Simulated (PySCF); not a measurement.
methacrylonitrile, C4H5N, SMILES C=C(C)C#N, point group Cs.

Level: B3LYP/pcSseg-1 in PySCF (density fitting, grid level 2); geometry and Hessian at that level, cubic constants and property derivatives from steps of ±0.6 along each species' dimensionless normal coordinates, second-order vibrational perturbation theory. The parent has the commonest isotopes.

Equilibrium geometry (Å):

```json
{"atom": "C1", "x": "1.4313", "y": "-0.0044", "z": "-0.2918"}
{"atom": "C2", "x": "0.1451", "y": "0.2234", "z": "-0.0032"}
{"atom": "C3", "x": "-0.9213", "y": "-0.8427", "z": "0.0444"}
{"atom": "C4", "x": "-0.2890", "y": "1.5633", "z": "0.2875"}
{"atom": "N5", "x": "-0.6737", "y": "2.6272", "z": "0.5261"}
{"atom": "H6", "x": "2.1624", "y": "0.7983", "z": "-0.3132"}
{"atom": "H7", "x": "1.7782", "y": "-1.0102", "z": "-0.5143"}
{"atom": "H8", "x": "-0.4956", "y": "-1.8222", "z": "-0.1888"}
{"atom": "H9", "x": "-1.7198", "y": "-0.6265", "z": "-0.6748"}
{"atom": "H10", "x": "-1.3821", "y": "-0.8876", "z": "1.0380"}
```

**Question.** Give the equilibrium and ground-state rotational constants (MHz) of parent; ²H at 8.

**Answer.** 
```tsv
species	Ae	Be	Ce	A0	B0	C0	Δ0 (u Å²)	harmonic ZPE (cm⁻¹)
parent	9286.3	4172	2931.1	9218.8	4163.7	2916.8	-2.931	17235
²H at 8	9115.5	3994.8	2826.4	9048.1	3986.3	2812.7	-2.958	16535
```

Δ0 = Ic − Ia − Ib from the ground-state constants.

**Question.** How is the parent's vibrational correction B0 − Be made up?

**Answer.** 
```tsv
axis	harmonic	Coriolis	cubic	total (MHz)
a	21.5	-13.2	-75.8	-67.5
b	7.23	-4.26	-11.3	-8.34
c	1.24	-1.87	-13.8	-14.4
```

**Question.** And its quartic centrifugal distortion constants from the harmonic force field?

**Answer.** Asymmetric top, A reduction, Ir representation: ΔJ = 0.72 kHz, ΔJK = 12.7 kHz, ΔK = -4.62 kHz, δJ = 0.246 kHz, δK = 7.78 kHz.

**Question.** Which nuclear quadrupole couplings χaa, χbb, χcc (MHz) does the parent show, at equilibrium and averaged?

**Answer.** 14N at 5: -4.7, 2.4, 2.3 and -4.7, 2.3, 2.3.

A mode lies under 250 cm⁻¹, where this perturbation treatment is rough. Internal rotors are held in one well.
